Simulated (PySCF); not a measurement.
# How the method moves the HOMO and LUMO of 2-butenal

2-butenal, C4H6O.
Z-matrix (Å and degrees, PBE0-D3(BJ)/def2-SVP geometry), rows numbered from 1:
```
C 
C   1  1.4855
C   2  1.3419  1  126.04
C   3  1.4669  2  121.08  1   179.41
O   4  1.2061  3  124.73  2  -178.22
H   1  1.0988  2  112.04  3    -0.91
H   1  1.1028  2  110.63  3  -122.25
H   1  1.1031  2  110.65  3   120.37
H   2  1.0995  1  116.51  3   179.83
H   3  1.0954  2  122.15  1    -0.01
H   4  1.1235  3  114.18  2     1.65
```

Basis pcSseg-2 throughout (PySCF), one geometry. Geometry: PBE0-D3(BJ)/def2-SVP, one conformer, isolated molecule.

How do the orbital energies, the gap and the dipole change with the method?

```csv
method,kind,HOMO (eV),LUMO (eV),gap (eV),μ (D),SCF cycles
BLYP,GGA,-5.69,-2.51,3.19,4.12,17
OPBE,GGA,-5.70,-2.56,3.13,4.04,17
PBE,GGA,-5.76,-2.65,3.11,4.10,17
B97-D,GGA,-5.79,-2.55,3.24,4.13,16
BP86,GGA,-5.87,-2.73,3.14,4.12,17
LDA,LDA,-5.90,-2.89,3.01,4.25,16
KT2,GGA,-5.95,-2.58,3.37,4.10,17
KT3,GGA,-5.95,-2.58,3.37,4.06,17
B97-2,global hybrid,-7.11,-1.70,5.41,4.19,15
B3LYP,global hybrid,-7.16,-1.87,5.30,4.21,15
PBE0,global hybrid,-7.40,-1.64,5.76,4.20,15
mPW1PW91,global hybrid,-7.43,-1.65,5.78,4.21,15
CAM-B3LYP,range-separated hybrid,-8.90,-0.49,8.41,4.24,14
BHandHLYP,global hybrid,-9.00,-0.49,8.51,4.35,14
wB97X-D,range-separated hybrid,-9.33,0.16,9.49,4.20,14
LC-wPBE,range-separated hybrid,-10.21,0.65,10.86,4.17,15
HF,Hartree–Fock,-10.41,2.35,12.76,4.56,11
```

The HOMO spans 4.71 eV, from BLYP down to HF, and the gap runs from 3.01 eV (LDA) to 12.76 eV (HF). Over the methods BLYP (0 %), OPBE (0 %), PBE (0 %), B97-D (0 %), BP86 (0 %), LDA (0 %), KT2 (0 %), KT3 (0 %), B97-2 (21 %), B3LYP (20 %), PBE0 (25 %), mPW1PW91 (25 %), BHandHLYP (50 %), HF (100 %), a straight line through the gap against the share of exact exchange rises by 0.98 eV for each 10 % (correlation coefficient 0.998). The dipole ranges from 4.04 D (OPBE) to 4.56 D (HF). This basis has no diffuse functions.

The vertical ΔSCF ionisation energy at wB97X-D/def2-SVPD is 9.72 eV; −ε(HOMO) comes closest to it with wB97X-D (9.33 eV).
